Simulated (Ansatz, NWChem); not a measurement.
# Worked example: the enthalpy of formation of SF4 (sulfur tetrafluoride)

The species is SF4 (5 atoms), meant as a singlet with charge 0. SMILES: `FS(F)(F)F`. The shape is that of a PBE0-D4/def2-TZVP optimisation.

```jsonl
{"atom": "F", "x (Å)": "-0.5612", "y (Å)": "-0.2280", "z (Å)": "1.1728"}
{"atom": "S", "x (Å)": "0.0640", "y (Å)": "-0.3574", "z (Å)": "-0.2430"}
{"atom": "F", "x (Å)": "1.5367", "y (Å)": "-0.4620", "z (Å)": "0.4914"}
{"atom": "F", "x (Å)": "-1.4401", "y (Å)": "-0.0773", "z (Å)": "-0.8582"}
{"atom": "F", "x (Å)": "0.4006", "y (Å)": "1.1246", "z (Å)": "-0.5631"}
```

Total energies at PBE0/6-311+G** (NWChem 7.3.0); the atoms run unrestricted:

```tsv
species	state	energy (Eh)
SF4	singlet	-797.084338
F	doublet	-99.666028
S	triplet	-397.973224
```

Harmonic wavenumbers at PBE0-D4/def2-TZVP, in cm⁻¹: 225, 351, 463, 528, 532, 564, 748, 873, 903.

Measured heats of formation of the gaseous atoms at 298.15 K, in kJ/mol: F 79.4, S 277.0. Spin-orbit lowering of the atoms at 298 K (mean of the ground term's levels less their thermal mean, from spectra), in kJ/mol: F 1.29, S 1.88. Take 1 Eh = 2625.50 kJ/mol, 1 cm⁻¹ = 0.0119627 kJ/mol, RT = 2.479 kJ/mol.

Task: Work out the heat of formation of the gas at 298 K.

Result: 
1. Electronic atomisation energy: 4 × (-99.666028) + (-397.973224) − (-797.084338) = 0.447002 Eh = 1173.6 kJ/mol.
2. Zero-point energy: half the sum of the wavenumbers, 2593.5 cm⁻¹ = 31.0 kJ/mol.
3. Thermal vibrational enthalpy, Σ hcν̃/(exp(hcν̃/kT) − 1): 5.1 kJ/mol. Translation, rotation and pV of a non-linear molecule: 4 RT = 9.9 kJ/mol.
4. The 5 free atoms carry 5/2 RT each: 31.0 kJ/mol.
5. Spin-orbit coupling lowers the free atoms by 4 × 1.29 + 1.88 = 7.0 kJ/mol.
6. Atomisation enthalpy at 298 K: 1173.6 − 7.0 − 31.0 − 5.1 − 9.9 + 31.0 = 1151.6 kJ/mol.
7. Sum of the atoms' heats of formation: 594.6 kJ/mol. Heat of formation: 594.6 − 1151.6 = -557.0 kJ/mol.

The tabulated value is -763.2 kJ/mol (NIST-JANAF tables; in doubt: the best levels miss it by far, so the table may be at fault), so this level is off by +206.2 kJ/mol, or 15.2 % of the atomisation enthalpy that the table implies (1357.6 kJ/mol). Anharmonicity and any spin-orbit splitting of the molecule are left out.
